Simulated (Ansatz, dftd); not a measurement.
Reaction: CH4N (SMILES C[NH], doublet) → CH4N- (SMILES C[NH-]) (an electron is taken up)
Each species at its own B3LYP-D3(BJ)/def2-TZVP minimum (Ansatz, a quantum-chemistry and plane-wave program).

Quantity: adiabatic electron affinity (electronic), positive where energy is released, in eV. UHF or UKS for unpaired electrons; spin-orbit terms are left out. Correlated methods leave the cores frozen. Rows without X2C or -DK are non-relativistic. CBS(X,Y): correlation extrapolated as X^-3, Hartree-Fock from the larger set. A bracket is a step between two methods taken in the basis named. The functionals are non-relativistic, so their misses hold any scalar relativity. Double hybrids freeze cores in their MP2 part. 'core' is core correlation in cc-pwCVTZ, 'X2C' scalar relativity in cc-pVTZ-DK, both at CCSD(T). def2-TZVPD holds few diffuse functions, which lowers the functionals' binding of the extra electron.

```
level                                                                                        program  adiabatic electron affinity (eV)  difference against the last row
------------------------------------------------------------------------------------  --------------  --------------------------------  -------------------------------
HF/aug-cc-pVDZ                                                                                Ansatz                             -1.34                            -1.74
B3LYP-D4/def2-TZVPD                                                                   Ansatz + dftd4                              0.34                            -0.06
B3LYP/def2-TZVPD                                                                              Ansatz                              0.29                            -0.11
PBE0-D4/def2-TZVPD                                                                    Ansatz + dftd4                              0.16                            -0.24
CAM-B3LYP/def2-TZVPD                                                                          Ansatz                              0.23                            -0.17
B2PLYP/def2-TZVPD                                                                             Ansatz                              0.24                            -0.16
B2GP-PLYP/def2-TZVPD                                                                          Ansatz                              0.22                            -0.18
MP2/aug-cc-pVDZ                                                                               Ansatz                              0.44                             0.04
MP2/aug-cc-pVQZ                                                                               Ansatz                              0.61                             0.21
CCSD/aug-cc-pVDZ                                                                              Ansatz                              0.11                            -0.29
CCSD/aug-cc-pVTZ                                                                              Ansatz                              0.17                            -0.23
CCSDT(Q)/aug-cc-pVDZ                                                                          Ansatz                              0.24                            -0.16
CCSD(T)/CBS(aug-cc-pVTZ,aug-cc-pVQZ) + [CCSDT(Q) - CCSD(T)]/aug-cc-pVDZ + core + X2C          Ansatz                              0.40                             0.00
```
